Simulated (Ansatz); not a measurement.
Program: Ansatz. Geometries: PBE0-D4/def2-TZVP. ΔE: electronic, gas phase. CCSD(T)/CBS is the MP2 limit (def2-TZVPP, def2-QZVPP) plus CCSD(T) − MP2 in def2-TZVPP, frozen cores. This one scheme is used for every species. Functionals use def2-TZVPP. B3LYP here is the variant with VWN-RPA as its local correlation; programs differ in this. HSE06 is defined as in plane-wave codes. Each species was taken in one conformer, which may not be the lowest.

Reaction (hydrogenolysis of a C–Cl bond): `OC(O)(Cl)Cl` + H₂ → `OC(O)Cl` + HCl

Is it downhill or uphill in electronic energy at CCSD(T)/CBS, and by how much? (Estimate.)

Ansatz gave: Downhill: ΔE = -21.5 kcal/mol.

What do these levels give: r2SCAN-D4, PBE0-D4, B3LYP-D4, HSE06-D4, LC-ωPBE, SCS-MP2/def2-QZVPP? (An estimate is asked.)

The calculation gave: r2SCAN-D4 -19.3, PBE0-D4 -21.0, B3LYP-D4 -21.1, HSE06-D4 -21.0, LC-ωPBE -22.9, SCS-MP2/def2-QZVPP -21.6 kcal/mol.

What do rigid-rotor, harmonic-oscillator terms from PBE0-D4/def2-TZVP frequencies (298.15 K, 1 bar) make of the CCSD(T)/CBS value? (Estimate.)

The calculation gave: ΔZPE = +4.5 kcal/mol, ΔH = -17.6 kcal/mol, ΔS = 36 J/(mol·K), ΔG = -20.2 kcal/mol.

Largest T1 diagnostic among the species: 0.011.

From BLYP to BHLYP (50 % exact exchange), in def2-TZVPP and without D4, ΔE moves by −3.2 kcal/mol. In def2-TZVPP, CCSD(T) changes the Hartree–Fock value by +6.3 kcal/mol (the triples alone add +1.9 kcal/mol) and MP2 by +8.0 kcal/mol. The D4 term adds +2.3 kcal/mol with B3LYP and +1.2 kcal/mol with PBE0; it sums over pairs of atoms, weighted by their polarisabilities, and B3LYP, whose exchange is more repulsive, gets the larger term.
